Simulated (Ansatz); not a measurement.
Task: an active-space calculation of C3H4, SMILES C=C=C, with Ansatz 0.2.0 through its Python package. Give the script and its output. Settings: SC-NEVPT2, def2-SVP basis, multiplicity 1.

```xyz
7

C    -1.0018    0.2845   -0.6866
C    -0.0114   -0.0091   -0.0043
C     1.0022   -0.3403    0.6776
H    -1.8747   -0.2656   -0.6786
H    -1.0386    1.2142   -1.3318
H     1.7976   -0.9694    0.2670
H     1.1879    0.0177    1.7109
```

`cas_c3h4.py`:
```python
'''Static correlation in C3H4: natural occupations of an active space.'''

import warnings

import ansatz as az

config = {
    'basis_set': 'def2-SVP',
}

GEOMETRY = '''
C    -1.00180    0.28450   -0.68660
C    -0.01140   -0.00910   -0.00430
C     1.00220   -0.34030    0.67760
H    -1.87470   -0.26560   -0.67860
H    -1.03860    1.21420   -1.33180
H     1.79760   -0.96940    0.26700
H     1.18790    0.01770    1.71090
'''


def main() -> None:
    warnings.simplefilter('ignore', az.DeckWarning)

    mol = az.Crystal.molecule()
    for line in GEOMETRY.strip().splitlines():
        symbol, *xyz = line.split()
        mol = mol.atom(symbol, [float(v) for v in xyz])

    setup = mol.calculation().basis(gaussian=config['basis_set']).correlation(active_electrons=4, active_orbitals=4)
    for method in ['sc_nevpt2']:
        summary = (setup if method is None else setup.correlation(method)).run().report
        space = summary['configurations']
        state = space['states'][0]
        print(method or 'casscf', f'total {summary["free_energy_ev"] / 27.211386246:.6f} Ha, active-space state {state["energy"]["hartree"]:.6f} Ha, mean field {summary["reference_energy_ev"] / 27.211386246:.6f} Ha')
        print('  determinants', state['n_determinants'], ' natural occupations', [round(n, 3) for n in space['natural_occupations']])


if __name__ == '__main__':
    main()
```

Running `python cas_c3h4.py` prints:
```text
sc_nevpt2 total -116.158667 Ha, active-space state -115.814155 Ha, mean field -115.766225 Ha
  determinants 36  natural occupations [1.939, 1.934, 0.066, 0.061]
```

Total energies depend on the basis set; only differences at equal settings carry meaning. The geometry is a force-field or estimated start, not a minimum of this method, and the basis set is short of its limit. The active space starts as a window about the frontier orbitals and is then optimised, not chosen by chemistry. It ran for 1.2 s on 1 thread of Arm Neoverse V2, with other jobs on the host, peak memory 0.16 GiB.
